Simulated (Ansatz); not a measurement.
Geometry optimisation, RKS PBE0-D4/6-31G* in Ansatz 0.2.0.

Input file:

```yaml
crystal:
  periodic: [false, false, false]
  atoms:
    - { symbol: B, position_ang: [-0.014998, 0.491192, -0.320024] }
    - { symbol: "N", position_ang: [-0.059855, -0.162477, 2.323059] }
    - { symbol: H, position_ang: [-0.805718, -0.695287, 2.764013] }
    - { symbol: H, position_ang: [0.832144, -0.467235, 2.704589] }
    - { symbol: H, position_ang: [1.076753, 0.067606, -0.575862] }
    - { symbol: H, position_ang: [-0.959041, -0.160416, -0.676392] }
    - { symbol: Si, position_ang: [-0.283713, 2.338383, 0.320927] }
    - { symbol: H, position_ang: [-1.697654, 2.806723, 0.216928] }
    - { symbol: H, position_ang: [0.075161, 2.563688, 1.767265] }
    - { symbol: H, position_ang: [0.553149, 3.345783, -0.409264] }
    - { symbol: H, position_ang: [-0.175127, 0.845039, 2.531661] }
basis:
  gaussian: { orbitals: "6-31G*" }
hamiltonian:
  xc: pbe0
  dispersion: d4
relax:
  f_tol: 0.03
  max_steps: 50
```

Run as:

```bash
$ ansatz run input.yaml --threads 1 --pin off --max-ram 2048MiB --backend cpu --events-out ev --progress --plain --runs-dir out
```

Task: Where does it end, and by what steps?

Result: The forces met the threshold. The force dipped under the threshold on the way, but the program's further checks kept it going. After 18 steps the energy has fallen by 1.440 eV; H4 moved furthest, 1.21 Å. Joined: B1–N2 (2.72 → 1.64 Å).

```
step  energy less start (eV)  largest force component (eV/Å)  accepted
   0                  0.0000                           1.014       yes
   1                 -0.3367                           1.242       yes
   2                 -0.7514                           1.740       yes
   3                 -1.1722                           1.503       yes
   4                 -1.2181                           1.101       yes
   5                 -1.3072                           0.464       yes
   6                 -1.3258                           0.273       yes
   7                 -1.3526                           0.167       yes
   8                 -1.3396                           0.986        no
   9                 -1.3710                           0.121       yes
  10                 -1.3875                           0.225       yes
  11                 -1.4017                           0.478       yes
  12                 -1.4049                           0.450       yes
  13                 -1.4350                           0.060       yes
  14                 -1.4376                           0.028       yes
  15                 -1.4379                           0.121       yes
  16                 -1.4390                           0.055       yes
  17                 -1.4396                           0.005       yes
  18                 -1.4398                           0.014       yes
```

```xyz
11
Properties=species:S:1:pos:R:3
B 0.218 0.469 0.439
N -0.142 -0.151 1.913
H -1.141 -0.101 2.107
H 0.134 -1.130 1.971
H 1.417 0.338 0.321
H -0.400 -0.207 -0.355
Si -0.344 2.414 0.398
H -1.816 2.638 0.627
H 0.304 3.260 1.465
H -0.029 3.092 -0.898
H 0.340 0.351 2.658
```

Run time: 50 s on 1 thread of Arm Neoverse V2, on a shared host, peak memory 0.14 GiB.
